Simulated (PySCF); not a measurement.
PySCF single point, HF/STO-3G, density fitting, COSMO implicit dichloromethane (electrostatics alone), on ethylene, C2H4 (SMILES C=C), charge 0, multiplicity 1.

```python
from pyscf import gto, scf, dft
mol = gto.M(atom='''
C     -0.657316    -0.000432     0.001169
C      0.659133    -0.000484     0.000794
H     -1.227578     0.914594    -0.001169
H     -1.230581    -0.913119     0.000288
H      1.229883    -0.914594    -0.001069
H      1.230581     0.913346     0.000390
''', basis='STO-3G', charge=0, spin=0, verbose=3)
mf = scf.RHF(mol)
mf = mf.density_fit()
mf = mf.PCM()
mf.with_solvent.method = 'COSMO'
mf.with_solvent.eps = 9.08
mf.max_cycle = 100
e = mf.kernel()
print('converged', mf.converged)
print('E_total', e)
print('nao', mol.nao)
print('HOMO', mf.mo_energy[mf.mo_occ > 0].max())
mf.dip_moment()
```

Output:

```

WARN: PCM is an experimental feature. It is still in testing.
Features and APIs may be changed in the future.

converged SCF energy = -77.0745876334955
converged True
E_total -77.0745876334955
nao 14
HOMO -0.3323723854910816
Dipole moment(X, Y, Z, Debye): -0.00040,  0.00014, -0.00229
```

The total energy is -2097.31 eV, -0.02 eV from the same level's vacuum run.
